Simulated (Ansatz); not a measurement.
Worked example: the barrier

An elementary step of CH$_{7}$ClSi, singlet (CH₅ClSi ([CH3][SiH2][Cl]) + H₂ → SiH₃Cl ([SiH3][Cl]) + CH₄; bonds formed: Si1–H7, C2–H6; bonds broken: Si1–C2, H6–H7). “Start” is the structure reached by relaxing down from the saddle towards the reactants; PBE0-D4/def2-TZVP structures. The saddle:

Si1  (-0.470, 0.733, -0.267)
C2  (0.766, -0.717, 0.652)
H3  (-1.270, 0.805, 0.970)
H4  (0.731, 1.510, -0.619)
Cl5  (-1.849, 1.751, -1.544)
H6  (-0.164, -0.809, -0.579)
H7  (-0.797, -0.576, -1.284)
H8  (1.152, -0.052, 1.430)
H9  (1.626, -1.088, 0.086)
H10  (0.275, -1.557, 1.156)
(Å)

Computed with Ansatz 0.2.0 (basis: def2-TZVPP and def2-QZVPP); correlated methods freeze the cores.

Energies in eV:

| quantity | saddle | start |
| --- | --- | --- |
| Hartree–Fock, triple zeta (X = 3) | -21505.42723 | -21509.15735 |
| Hartree–Fock, quadruple zeta (X = 4) | -21506.09575 | -21509.82455 |
| MP2 correlation, X = 3 | -15.05178 | -14.39338 |
| MP2 correlation, X = 4 | -16.22335 | -15.54406 |
| CCSD(T) correlation, X = 3 | -17.08489 | -16.44094 |

Task: Work out the barrier at the basis limit: extrapolate Hartree–Fock as E(X) = E∞ + A exp(−7.88 √X) and the MP2 correlation as E(X) = E∞ + B X^−2.97 (the exponents that Neese and Valeev fitted for def2-TZVPP and QZVPP), then add CCSD(T) − MP2 in triple zeta.

Result: Each step is linear, so take the differences first (saddle − start): Hartree–Fock 3.73012 (X = 3) and 3.72880 (X = 4); MP2 correlation -0.65840 and -0.67929; CCSD(T) correlation -0.64395.
Two points give E∞ = E(4) + w [E(4) − E(3)], with w = 1/(exp(7.88 (2 − √3)) − 1) = 0.1377 for Hartree–Fock and w = 1/((4/3)^2.97 − 1) = 0.7407 for the correlation.
Hartree–Fock: 3.72880 + 0.1377 × (-0.00132) = 3.7286 eV.
MP2 correlation: -0.67929 + 0.7407 × (-0.02089) = -0.6948 eV.
CCSD(T) − MP2: -0.64395 − (-0.65840) = 0.0144 eV.
Sum: 3.7286 + (-0.6948) + 0.0144 = 3.0482 eV, or 70.29 kcal/mol. Plain CCSD(T) in triple zeta gives 3.0862 eV, so the larger basis shifts the result by -0.0380 eV.

No T1 diagnostic of these runs exceeds 0.010.

Labels in which every atom is bracketed show which atoms are joined, not bond orders.

For scale, one of the runs: CCSD(T)/def2-TZVPP, 213 basis functions, launched by `ansatz run in.yaml --threads 4 --pin off --events-out ev --progress --plain --max-ram 9574MiB`. Time: 58 s of wall clock on 4 CPU threads of an Intel Xeon; the host was shared. Peak host memory: 2.9 GiB.
